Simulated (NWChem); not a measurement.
Everything below was run with NWChem. System: fluorine (F₂), charge 0, spin multiplicity 1, at a geometry optimised with PBE0/def2-SVP. Level: constrained PBE0/def2-SVP.

Input file:

```
start mol
memory heap 200 mb stack 800 mb global 1000 mb
geometry units angstroms nocenter noautoz noautosym
  F      0.000000     0.000000     0.688226
  F      0.000000     0.000000    -0.688226
end
basis spherical
  * library def2-svp
end
dft
  xc pbe0
  semidirect memsize 60000000 filesize 0
  iterations 100
  convergence nolevelshifting
  cdft 2 2 charge 0.3 pop becke
end
task dft energy
```

Output (cleaned and shortened):

```
             Northwest Computational Chemistry Package (NWChem) 7.3.0
             --------------------------------------------------------

                                NWChem Input Module
                                -------------------

 Scaling coordinates for geometry "geometry" by  1.889725989
 (inverse scale =  0.529177249)

                             Geometry "geometry" -> ""
                             -------------------------

 Output coordinates in angstroms (scale by  1.889725989 to convert to a.u.)

  No.       Tag          Charge          X              Y              Z
 ---- ---------------- ---------- -------------- -------------- --------------
    1 F                    9.0000     0.00000000     0.00000000     0.68822600
    2 F                    9.0000     0.00000000     0.00000000    -0.68822600

 Effective nuclear repulsion energy (a.u.)      31.1404663359

            Nuclear Dipole moment (a.u.)
            ----------------------------
        X                 Y               Z
 ---------------- ---------------- ----------------
     0.0000000000     0.0000000000     0.0000000000


 Summary of "ao basis" -> "" (spherical)
 ------------------------------------------------------------------------------
       Tag                 Description            Shells   Functions and Types
 ---------------- ------------------------------  ------  ---------------------
 *                          def2-svp                  on all atoms

                                 NWChem DFT Module
                                 -----------------

 Summary of "ao basis" -> "ao basis" (spherical)
 ------------------------------------------------------------------------------
       Tag                 Description            Shells   Functions and Types
 ---------------- ------------------------------  ------  ---------------------
 F                          def2-svp                 6       14   3s2p1d

 Summary of "ao basis" -> "ao basis" (spherical)
 ------------------------------------------------------------------------------
       Tag                 Description            Shells   Functions and Types
 ---------------- ------------------------------  ------  ---------------------
 F                          def2-svp                 6       14   3s2p1d

            General Information
            -------------------
          SCF calculation type: DFT
          Wavefunction type:  closed shell.
          No. of atoms     :     2
          No. of electrons :    18
           Alpha electrons :     9
            Beta electrons :     9
          Charge           :     0
          Spin multiplicity:     1
          Use of symmetry is: off; symmetry adaption is: off
          Maximum number of iterations: 100
          AO basis - number of functions:    28
                     number of shells:    12
          Convergence on energy requested:  1.00D-06
          Convergence on density requested:  1.00D-05
          Convergence on gradient requested:  5.00D-04

              XC Information
              --------------
                         PBE0 Method XC Functional
                     Hartree-Fock (Exact) Exchange  0.250
          PerdewBurkeErnzerhof Exchange Functional  0.750
            Perdew 1991 LDA Correlation Functional  1.000 local
           PerdewBurkeErnz. Correlation Functional  1.000 non-local

             Grid Information
             ----------------
          Grid used for XC integration:  medium
          Radial quadrature: Mura-Knowles
[...]
 d= 0,ls=0.0,diis     5   -199.0940683239 -1.05D-04  7.51D-05  1.80D-05     0.4
 CDFT multipliers:
      1        0.4167091828
      iter =    2
  Resetting Diis
 d= 0,ls=0.0,diis     6   -199.0940695048 -1.18D-06  1.42D-05  8.39D-07     0.5
 CDFT multipliers:
      1        0.4163901472
      iter =    2
 d= 0,ls=0.0,diis     7   -199.0940694649  3.98D-08  3.12D-06  2.33D-08     0.6
  CDFT final multipliers
      1        0.0000748979

         Total DFT energy =     -199.094069467755
      One electron energy =     -339.859889077886
           Coulomb energy =      130.230447078465
    Exchange-Corr. energy =      -20.605093804229
 Nuclear repulsion energy =       31.140466335895

 Numeric. integr. density =       18.000000236676

     Total iterative time =      0.5s

                       DFT Final Molecular Orbital Analysis
                       ------------------------------------

 Vector    7  Occ=2.000000D+00  E=-3.900063D-01
              MO Center=  3.1D-10, -3.1D-10,  5.2D-01, r^2= 6.1D-01
   Bfn.  Coefficient  Atom+Function         Bfn.  Coefficient  Atom+Function
  ----- ------------  ---------------      ----- ------------  ---------------
     4      0.439538  1 F  px                 5     -0.440934  1 F  py
     7     -0.312419  1 F  px                 8      0.313412  1 F  py
    18      0.153099  2 F  px                19     -0.153586  2 F  py
    21     -0.082482  2 F  px                22      0.082744  2 F  py

 Vector    8  Occ=2.000000D+00  E=-1.703574D-01
              MO Center= -5.4D-12,  1.1D-11, -5.2D-01, r^2= 6.1D-01
   Bfn.  Coefficient  Atom+Function         Bfn.  Coefficient  Atom+Function
  ----- ------------  ---------------      ----- ------------  ---------------
    18      0.483429  2 F  px                19      0.480984  2 F  py
    21     -0.298530  2 F  px                22     -0.297020  2 F  py
     4     -0.193944  1 F  px                 5     -0.192963  1 F  py
     7      0.133806  1 F  px                 8      0.133129  1 F  py

 Vector    9  Occ=2.000000D+00  E=-1.703574D-01
              MO Center=  1.0D-10, -1.0D-10, -5.2D-01, r^2= 6.1D-01
   Bfn.  Coefficient  Atom+Function         Bfn.  Coefficient  Atom+Function
  ----- ------------  ---------------      ----- ------------  ---------------
    19     -0.483429  2 F  py                18      0.480984  2 F  px
    22      0.298530  2 F  py                21     -0.297020  2 F  px
     5      0.193944  1 F  py                 4     -0.192963  1 F  px
     8     -0.133806  1 F  py                 7      0.133129  1 F  px

 Vector   10  Occ=0.000000D+00  E= 1.169895D-01
              MO Center= -6.0D-11,  5.3D-11, -2.3D-01, r^2= 8.2D-01
   Bfn.  Coefficient  Atom+Function         Bfn.  Coefficient  Atom+Function
  ----- ------------  ---------------      ----- ------------  ---------------
    20      0.634168  2 F  pz                23     -0.513145  2 F  pz
     6      0.453107  1 F  pz                 9     -0.434113  1 F  pz
     3      0.220272  1 F  s                 17     -0.219695  2 F  s
     2      0.194339  1 F  s                 16     -0.141082  2 F  s
     1      0.077630  1 F  s                 15     -0.062275  2 F  s

 Vector   11  Occ=0.000000D+00  E= 1.149901D+00
              MO Center=  1.3D-09, -1.5D-09,  1.1D+00, r^2= 8.0D-01
   Bfn.  Coefficient  Atom+Function         Bfn.  Coefficient  Atom+Function
  ----- ------------  ---------------      ----- ------------  ---------------
     2      1.247469  1 F  s                  3     -1.033896  1 F  s
     9     -0.724988  1 F  pz                 6     -0.519136  1 F  pz
    17     -0.464689  2 F  s                 16      0.346910  2 F  s
     1      0.261687  1 F  s                 23     -0.243316  2 F  pz
    20     -0.135813  2 F  pz                15      0.068024  2 F  s

 Vector   12  Occ=0.000000D+00  E= 1.220528D+00
              MO Center= -2.1D-10, -1.4D-10,  5.2D-01, r^2= 1.0D+00
   Bfn.  Coefficient  Atom+Function         Bfn.  Coefficient  Atom+Function
  ----- ------------  ---------------      ----- ------------  ---------------
     7      0.778786  1 F  px                 4      0.719029  1 F  px
     8      0.532517  1 F  py                 5      0.491657  1 F  py
    18      0.290238  2 F  px                19      0.198458  2 F  py
    21      0.187099  2 F  px                22      0.127934  2 F  py

     ---------------------------------------------
      Total Density - Mulliken Population Analysis
     ---------------------------------------------

    Atom       Charge   Shell Charges
 -----------   ------   -------------------------------------------------------
    1 F    9     9.41   1.99  1.13  0.86  3.36  2.06  0.01
    2 F    9     8.59   1.99  1.22  0.75  3.08  1.54  0.01

     -------------------------------------------
      Total Density - Lowdin Population Analysis
     -------------------------------------------

    Atom       Charge   Shell Charges
 -----------   ------   -------------------------------------------------------
    1 F    9     9.32   1.98  1.05  0.86  3.26  2.15  0.02
    2 F    9     8.68   1.98  1.11  0.82  2.97  1.78  0.02

 center of mass
 --------------
 x =   0.00000000 y =   0.00000000 z =   0.00000000

 moments of inertia (a.u.)
 ------------------
          64.269784759100           0.000000000000           0.000000000000
           0.000000000000          64.269784759100           0.000000000000
           0.000000000000           0.000000000000           0.000000000000

     Multipole analysis of the density
     ---------------------------------

     L   x y z        total         alpha         beta         nuclear
     -   - - -        -----         -----         ----         -------
     0   0 0 0     -0.000000     -9.000000     -9.000000     18.000000

     1   1 0 0     -0.000000     -0.000000     -0.000000      0.000000
     1   0 1 0      0.000000      0.000000      0.000000      0.000000
     1   0 0 1     -0.949098     -0.474549     -0.474549      0.000000

     2   2 0 0     -6.941508     -3.470754     -3.470754      0.000000
     2   1 1 0     -0.000000     -0.000000     -0.000000      0.000000
     2   1 0 1     -0.000000     -0.000000     -0.000000      0.000000
     2   0 2 0     -6.941508     -3.470754     -3.470754      0.000000
     2   0 1 1      0.000000      0.000000      0.000000      0.000000
     2   0 0 2     -6.523093    -18.484619    -18.484619     30.446146

 Task  times  cpu:        0.6s     wall:        0.6s

 Total times  cpu:        0.6s     wall:        0.6s
```
